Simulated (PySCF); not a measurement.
SiF⁺: from constants to spectrum

RHF-CCSD(T) constants of SiF⁺, ¹Σ⁺ (singlet), closed shell (basis Si def2-TZVPPD, F def2-TZVPPD; no relativity; PySCF 2.14; masses 27.9769 and 18.9984 u):

```
ωe            : 1039.2 cm⁻¹
ωexe          : 4.88 cm⁻¹
Be            : 0.62886 cm⁻¹
αe            : 0.00452 cm⁻¹
De to Si⁺ + F : 6.72 eV
```

(1) What force constant and bond length do these constants imply?

(2) Estimate the centrifugal constant D from the Kratzer relation and find the Dunham coefficient a1.

Correlated steps freeze 6 core orbitals. For an ion De counts to the pair picked by the measured ionisation energies or electron affinities, which need not be the lowest pair at this level. Where the molecule has an RHF reference, its open-shell atoms are computed with UHF.

## Answers

(1) Reduced mass μred = 11.315 u; k = 5.8918×10⁻⁷·μred·ωe² (u, cm⁻¹, mdyn/Å) = 7.20 mdyn/Å; Re = √(16.8576/(μred·Be)) (u, cm⁻¹, Å) = 1.539 Å.

(2) D = 4Be³/ωe² = 9.21e-07 cm⁻¹; a1 = −1 − αeωe/(6Be²) = -2.98.
